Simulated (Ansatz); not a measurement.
## Lanthanum, dhcp: convergence with Methfessel-Paxton smearing

Computed with Ansatz, LDA, scalar-relativistic PAW, on the relaxed cell (a = 3.600 Å, c = 11.552 Å (c/a = 3.209); spin not included). Errors count from a run at 420 eV on a Γ-centred 13×13×4 mesh with Fermi-Dirac smearing of 0.1 eV, extrapolated to zero width. Fixed here: cutoff 420 eV, mesh 10×10×3. The SCF starts from atomic densities corrected by a trained network.

```json
{"width (eV)": "0.01", "E(σ→0) error (meV/atom)": "6.2", "F error (meV/atom)": "6.2", "P (GPa)": "-0.07", "SCF iterations": "7"}
{"width (eV)": "0.03", "E(σ→0) error (meV/atom)": "6.2", "F error (meV/atom)": "6.2", "P (GPa)": "-0.08", "SCF iterations": "7"}
{"width (eV)": "0.1", "E(σ→0) error (meV/atom)": "6.1", "F error (meV/atom)": "5.9", "P (GPa)": "-0.11", "SCF iterations": "7"}
{"width (eV)": "0.2", "E(σ→0) error (meV/atom)": "5.3", "F error (meV/atom)": "4.8", "P (GPa)": "-0.11", "SCF iterations": "7"}
{"width (eV)": "0.3", "E(σ→0) error (meV/atom)": "4.7", "F error (meV/atom)": "3.7", "P (GPa)": "-0.09", "SCF iterations": "7"}
{"width (eV)": "0.6", "E(σ→0) error (meV/atom)": "0.3", "F error (meV/atom)": "2.1", "P (GPa)": "-0.15", "SCF iterations": "6"}
{"width (eV)": "1.0", "E(σ→0) error (meV/atom)": "-69.0", "F error (meV/atom)": "70.7", "P (GPa)": "-3.41", "SCF iterations": "10"}
```
